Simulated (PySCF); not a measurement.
Gas-phase reaction: 3 C4H6 (butadiene) ⇌ 2 C3H3 (propargyl) + 2 C3H6 (propylene)

Method: PySCF energies plus ideal-gas RRHO corrections (1 bar). 'Table' is the NASA 1993 thermochemical table (part measured, part estimated). † marks an energy on the PBE0/def2-TZVP geometry and frequencies; other levels use their own. 6-31G* has spherical d functions here. Open shells (unrestricted): C3H3 (propargyl) (multiplicity 2); the rest are closed-shell singlets. B3LYP is the form with VWN-RPA correlation. The harmonic model lacks anharmonicity and excited electronic states, which grow with temperature; levels with a mode under 35 cm⁻¹ are left out. Internal rotation in C4H6 (butadiene), C3H6 (propylene) is treated as a harmonic vibration of one conformer, which makes the entropy rough. The table's entry may be an old estimate for C3H3 (propargyl) (not checked at source).

| level | ΔH°(298 K), kJ | minus table | ΔG°(2500 K), kJ |
|---|---|---|---|
| table | 401.4 | - | -46.2 |
| B3LYP/6-31G* | 388.8 | -12.6 | -149.3 |
| PBE/def2-TZVP† | 390.1 | -11.3 | -139.3 |
| r2SCAN/def2-TZVP† | 369.4 | -32.0 | -160.0 |
| LDA/def2-TZVP† | 455.5 | 54.1 | -73.9 |
| ωB97M-V/def2-TZVP† | 396.6 | -4.8 | -132.7 |
